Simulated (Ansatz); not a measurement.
## Ansatz (development build ahead of 0.2.0) run

```yaml
crystal:
  periodic: [false, false, false]
  atoms:
    - { symbol: C, position_ang: [0.00525, -0.00707, -0.614] }
    - { symbol: F, position_ang: [0.00033, -0.00844, 0.73933] }
    - { symbol: H, position_ang: [0.00301, -1.04111, -0.98854] }
    - { symbol: H, position_ang: [-0.89578, 0.51869, -0.98674] }
    - { symbol: H, position_ang: [0.90271, 0.51065, -1.00058] }
basis:
  gaussian: { orbitals: STO-3G }
hamiltonian:
  xc: hf
correlation:
  method: mp2
  frozen_orbitals: { C: 1, F: 1, H: 0 }
```

The input is written out in the form of the current development build from the run's settings.

Output:

* Converged: yes
* Reference energy: -137.16769 hartree
* Correlation energy: -0.06812 hartree
* Total energy: -137.23581 hartree
* Spin squared of the determinant: 0.000
